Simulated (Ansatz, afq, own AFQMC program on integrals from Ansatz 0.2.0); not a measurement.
AFQMC on a folder of integrals that Ansatz 0.2.0 wrote.

```yaml
crystal:
  periodic: [false, false, false]
  atoms:
    - {symbol: Ge, position_ang: [0.000000, -0.012216, 0.335613]}
    - {symbol: O, position_ang: [0.000000, 0.013697, -1.454821]}
    - {symbol: H, position_ang: [0.000000, 1.538510, 0.725969]}
    - {symbol: H, position_ang: [0.000000, -0.875556, -1.819964]}
basis:
  gaussian: {orbitals: cc-pVDZ}
magnetization: {spin_polarized: false}
correlation: {method: ccsd_t, electrons: outside_noble_gas, hamiltonian_folder: ham}
```

```sh
$ ansatz run in.yaml --threads 1 --pin off --events-out ev --progress --plain --max-ram 1382MiB
```

Options of the walk:

```
--method free --trial cisd --walkers 60 --time-step 0.03 --max-blocks 80 --target-error 0.00042 --factor-cut 1e-05 --seed 5655 --times 0,0.21,0.42,0.81,1.2,1.8,2.4,3 --taylor-order 8
```

Times are imaginary, in 1/Eh. The walk had a cap of 513 s. Filled inner d shells are frozen with the cores.

Log:

```
orbitals 36  electrons 6 6  factors 283 of 543
reference energy -2151.35144816 Eh
CCSD correlation -0.29448521 Eh in 11 cycles, weight of the determinant in the CISD state 0.8782
repeat  energy at the last time / Eh  error
    10  -2151.656786  0.001575
    20  -2151.654685  0.001155
    30  -2151.656744  0.001406
    40  -2151.656103  0.001098
    50  -2151.655575  0.000972
    60  -2151.655078  0.000867
    70  -2151.655517  0.000917
    80  -2151.655260  0.000840
time / (1/Eh)  energy / Eh  error  mean overlap
  0.00  -2151.645197  0.000496  1.1372
  0.21  -2151.650136  0.000467  1.1375
  0.42  -2151.652152  0.000439  1.1320
  0.81  -2151.652892  0.000417  1.1506
  1.20  -2151.654245  0.000488  1.1292
  1.80  -2151.655179  0.000554  1.1006
  2.40  -2151.654001  0.000731  1.1305
  3.00  -2151.655260  0.000840  1.1034
energy -2151.655260 +/- 0.000840 Eh
```

The run passed its tests (error under three times the target), which doesn't prove that it has relaxed.

Against this walk (error 22.9 meV) on the same determinant: CCSD(T) 50.3 meV higher. The error is statistical, and a free projection of finite length keeps a remainder of its start. None of these is a sure reference here.

Cautions: remainder of the start not in the error; error above the target (22.9 against 11.4 meV); no relativity below Rb; no spin-orbit coupling; inner d shell frozen; higher spins were not checked; raised T1 diagnostic (T1 0.021, weight of the determinant 0.88, largest double 0.08).

The walk took 53 s on 1 thread of AMD EPYC 9R45 96-Core Processor (Zen 5), on a shared host. The log's last line is the free-projection energy.

A walk keeps the symmetry of its determinant, which the program's search chose and which needn't be the lowest solution, so a lower state of the same spin and another symmetry isn't excluded.
